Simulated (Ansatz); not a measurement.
Predict the output of the script below (Ansatz 0.2.0 through its Python package).

The script, `states.py`:
```python
import warnings

import ansatz
import numpy as np

BASIS = "cc-pVDZ"
FUNCTIONAL = "hf"

GEOMETRY = """
B    -0.33540    0.08800   -0.18240
F     0.65440    0.88800    0.45740
H    -0.33000   -1.04080   -0.28820
"""

warnings.simplefilter("ignore", ansatz.DeckWarning)

mol = ansatz.Crystal.molecule()
for line in GEOMETRY.strip().splitlines():
    symbol, *xyz = line.split()
    mol = mol.atom(symbol, [float(v) for v in xyz])
symbols = [site.symbol for site in mol.cartesian_sites]

start = np.array([site.position_ang for site in mol.cartesian_sites])
for factor in [1.0, 1.3]:
    xyz = (start - start.mean(axis=0)) * factor
    scaled = ansatz.Crystal.molecule()
    for symbol, place in zip(symbols, xyz):
        scaled = scaled.atom(symbol, place.tolist())
    job = scaled.calculation().basis(gaussian=BASIS).functional(FUNCTIONAL).spin("collinear", total=1)
    for search in ("off", "standard"):
        try:
            summary = job.scf(lower_state_search=search).run(threads=1, pin="off").report
        except ansatz.AnsatzError as error:
            print(f"x{factor} search {search}: {type(error).__name__}")
            continue
        state = summary["mean_field"]["state"]
        print(f"all distances x{factor}, search {search:8s} E = {summary['free_energy_ev']:.5f} eV  <S^2> = {abs(state['spin_squared']):.3f}  other states met: {len(summary['mean_field']['others'])}")
```

`python states.py` gives:
```text
all distances x1.0, search off      E = -3392.52135 eV  <S^2> = 0.752  other states met: 0
all distances x1.0, search standard E = -3392.52135 eV  <S^2> = 0.752  other states met: 0
all distances x1.3, search off      E = -3389.40673 eV  <S^2> = 0.768  other states met: 0
all distances x1.3, search standard E = -3389.40673 eV  <S^2> = 0.768  other states met: 0
```

Notes:
- Total energies depend on the basis set; only differences at equal settings carry meaning.
- The count of other states can hold repeated and symmetry-equivalent ends of the search; scaling all distances is a test, and for more than two atoms no physical path.
- The structure is a rough, unrelaxed start.
- The species is open-shell (spin multiplicity 2).
- Timing: 0.7 s on 1 thread of Arm Neoverse V2 (shared host), peak memory 0.14 GiB.

(Lines on the test bed's own set-up are left out of the output.)
